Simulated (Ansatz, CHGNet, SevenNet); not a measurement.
**How the volume per atom of hcp Tc moves with the method**

No measured value is used here.

```csv
level (code),value (Å³/atom)
CHGNet-r²SCAN (CHGNet),[?]
SevenNet-0 (SevenNet),14.60
SevenNet-l3i5 (SevenNet),14.60
LDA (Ansatz),[?]
PBE (Ansatz),14.44
PBEsol (Ansatz),14.00
r²SCAN (Ansatz),14.20
```

**Question.** What belongs in the gaps?

**Answer.** 
- CHGNet-r²SCAN (CHGNet), value (Å³/atom): 14.31
- LDA (Ansatz, a first-principles code), value (Å³/atom): 13.77

Cutoffs differ between the levels. Ansatz's density-functional and Hartree–Fock values are scalar-relativistic unless marked +SOC, with PAW data made under PBE.

Machine-learned potentials (CHGNet-r²SCAN, SevenNet-0, SevenNet-l3i5) are trained on DFT data, which may include these solids.
